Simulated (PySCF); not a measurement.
## SiP: energy against distance

Set-up: PySCF, spin-free X2C with a Gaussian nucleus, basis sets Si x2c-SVPall, P x2c-SVPall. Energies in eV from Si + P in their ground configurations at the same level. State: ²Π (doublet), unpaired electrons π ↑.

All columns are PBE0. A positive dipole means Si(−)P(+).

| R (Å) | E (eV) | μ (D) | Mulliken charge on Si (basis-dependent) | HOMO (eV) | LUMO (eV) | Mayer bond order | ⟨S²⟩ |
| --- | --- | --- | --- | --- | --- | --- | --- |
| 1.790 | -2.155 | -0.13 | 0.06 | -6.79 | -5.33 | 2.25 | 0.75 |
| 1.873 | -2.931 | -0.32 | 0.08 | -6.86 | -5.10 | 2.25 | 0.75 |
| 1.956 | -3.361 | -0.51 | 0.10 | -6.90 | -4.90 | 2.24 | 0.75 |
| 2.019 | -3.514 | -0.65 | 0.12 | -6.92 | -4.76 | 2.24 | 0.75 |
| 2.081 | -3.556 | -0.80 | 0.13 | -6.76 | -4.63 | 2.24 | 0.76 |
| 2.143 | -3.514 | -0.93 | 0.14 | -6.60 | -4.51 | 2.24 | 0.76 |
| 2.227 | -3.359 | -1.11 | 0.15 | -6.41 | -4.36 | 2.22 | 0.77 |
| 2.331 | -3.063 | -1.25 | 0.16 | -6.18 | -4.21 | 2.13 | 0.86 |
| 2.456 | -2.660 | -1.28 | 0.15 | -6.02 | -4.06 | 1.85 | 1.11 |
| 2.622 | -2.141 | -1.33 | 0.14 | -5.93 | -3.91 | 1.51 | 1.38 |

A fit through these points gives, at Re = 2.078 Å, μ = -0.79 D and dμ/dR = -2.25 D/Å; the reduced mass is 14.7 u.

How strong is the fundamental in the double-harmonic approximation, I = 42.26·(dμ/dR)²/μred km/mol?

I = 42.26·(-2.25)²/14.7 = 14.6 km/mol at PBE0.

⟨S²⟩ of the unrestricted solution departs from its pure value on part of the curve, where spin states mix. The state is the lowest determinant that a PBE0 search found; another state may lie lower at other levels.
